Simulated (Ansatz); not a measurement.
A displaced shape of doublet OH:

```yaml
atoms:
  - { symbol: O, position_ang: [-0.0102, 0.0026, -0.1574] }
  - { symbol: H, position_ang: [0.0143, -0.0464, 0.8561] }
```

It was optimised with HF/def2-SVP in Ansatz (development build ahead of 0.2.0) to forces under 0.001 eV/Å, with unrestricted orbitals. Each step stands on the lowest determinant of that kind that the program's search found.

(1) What shape does it relax to, and how does the optimisation go?

Results:

(1)

| atom | x (Å) | y (Å) | z (Å) |
| --- | --- | --- | --- |
| O | -0.0095 | 0.0012 | -0.1280 |
| H | 0.0136 | -0.0450 | 0.8267 |

Bond lengths: O1–H2 0.956 Å.

```json
{"step": "1", "E − E(start) (eV)": "0.0000", "largest force (eV/Å)": "2.7668"}
{"step": "2", "E − E(start) (eV)": "-0.0835", "largest force (eV/Å)": "0.6303"}
{"step": "3", "E − E(start) (eV)": "-0.0871", "largest force (eV/Å)": "0.0951"}
{"step": "4", "E − E(start) (eV)": "-0.0871", "largest force (eV/Å)": "0.0021"}
{"step": "5", "E − E(start) (eV)": "-0.0871", "largest force (eV/Å)": "0.0000"}
```

The optimisation ended after 5 steps with its threshold met.
